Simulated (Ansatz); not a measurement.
**CH₆AlB: up Jacob's ladder to CCSD(T)**

An exercise on one series of results from a longer session: the logs are not shown, and one member is left open.

Method: functionals in def2-TZVPP, the program's frozen cores in correlated methods; program: Ansatz 0.2.0, Gaussian basis.

Plan: LDA (SPW92), PBE-D4, revPBE-D4, BLYP-D4, r2SCAN-D4, B97M-V, PBE0-D4, B3LYP-D4, r2SCANh-D4, r2SCAN0-D4, HSE06-D4, BHLYP-D4, CAM-B3LYP-D4, LC-ωPBE, ωB97X-V, ωB97M-V, B2PLYP, PBE-QIDH; CCSD(T)/def2-SVP; CCSD(T)/def2-TZVPP; MP2/def2-QZVPP; extrapolation to the limit; RPA on PBE.

1 further run of the same task is left out (it didn't finish).

## The relaxed structure

The geometry comes from an earlier relaxation with PBE0-D4 in a triple-zeta def2 set; it is a stationary point, not always the lowest conformer.

9 atoms, charge 0, spin multiplicity 1.

Atoms are counted from 1 here; the program's logs count them from 0.

Bond lengths: B1–C2 1.509 Å, B1–H4 1.200 Å, B1–H5 1.200 Å, C2–Al3 1.984 Å, C2–H6 1.095 Å, C2–H7 1.095 Å, Al3–H8 1.584 Å, Al3–H9 1.584 Å. Angles: C2–B1–H4 120.7°, C2–B1–H5 120.7°, H4–B1–H5 118.3°, B1–C2–Al3 103.5°, B1–C2–H6 116.8°, B1–C2–H7 116.8°, Al3–C2–H6 101.7°, Al3–C2–H7 101.7°, H6–C2–H7 113.1°, C2–Al3–H8 119.3°, C2–Al3–H9 119.3°, H8–Al3–H9 121.2°.

Set-up of the first run:

Input file in.yaml:

```yaml
crystal:
  periodic: [false, false, false]
  atoms:
    - {symbol: B, position_ang: [-0.482513, 0.634044, -1.143456]}
    - {symbol: C, position_ang: [0.717750, 0.177661, -0.350252]}
    - {symbol: Al, position_ang: [-0.084389, -0.692779, 1.241899]}
    - {symbol: H, position_ang: [-1.012473, -0.100052, -1.931538]}
    - {symbol: H, position_ang: [-0.987780, 1.702110, -0.931846]}
    - {symbol: H, position_ang: [1.331475, 0.958360, 0.110120]}
    - {symbol: H, position_ang: [1.309477, -0.639017, -0.775500]}
    - {symbol: H, position_ang: [-0.363952, -2.251459, 1.214886]}
    - {symbol: H, position_ang: [-0.339195, 0.164935, 2.548688]}
basis:
  gaussian: {orbitals: def2-TZVPP}
hamiltonian: {xc: lda}
output: {orbitals: {seedname: orbitals}}
```

Started as:

```bash
ansatz run in.yaml --threads 2 --pin off --events-out ev --progress --plain --max-ram 4352MiB
```

Among the steps run: LDA; PBE-D4 (GGA); revPBE-D4 (GGA); BLYP-D4 (GGA); r2SCAN-D4 (meta-GGA); B97M-V (meta-GGA); B3LYP-D4 (hybrid); r2SCANh-D4 (hybrid); r2SCAN0-D4 (hybrid); HSE06-D4 (hybrid); BHLYP-D4 (hybrid); CAM-B3LYP-D4 (range-separated); LC-ωPBE (range-separated); ωB97X-V (range-separated); ωB97M-V (range-separated); B2PLYP (double hybrid); PBE-QIDH (double hybrid).

One table of the session follows, with a row left open; its other results are not shown here.

It belongs to the step «Frontier levels by functional». 

| functional | HOMO (eV) | LUMO (eV) | gap (eV) |
| --- | --- | --- | --- |
| LDA (SPW92) | -7.31 | -3.15 | 4.16 |
| PBE-D4 | -7.17 | -2.89 | 4.28 |
| revPBE-D4 | ? | ? | ? |
| BLYP-D4 | -7.01 | -2.74 | 4.26 |
| r2SCAN-D4 | -7.40 | -2.57 | 4.83 |
| B97M-V | -7.52 | -2.75 | 4.77 |
| PBE0-D4 | -8.32 | -2.05 | 6.27 |
| B3LYP-D4 | -8.09 | -2.25 | 5.84 |
| r2SCANh-D4 | -7.83 | -2.29 | 5.54 |
| r2SCAN0-D4 | -8.48 | -1.88 | 6.61 |
| HSE06-D4 | -7.92 | -2.42 | 5.50 |
| BHLYP-D4 | -9.35 | -1.20 | 8.15 |
| CAM-B3LYP-D4 | -9.64 | -1.07 | 8.57 |
| LC-ωPBE | -11.03 | 0.04 | 11.07 |
| ωB97X-V | -10.65 | -0.07 | 10.57 |
| ωB97M-V | -10.50 | -0.34 | 10.16 |

**Question.** Estimate the row for revPBE-D4.

**Answer.** HOMO (eV): -7.12; LUMO (eV): -2.77; gap (eV): 4.35. In the column «HOMO (eV)» it lies between PBE-D4 (-7.17) and BLYP-D4 (-7.01).
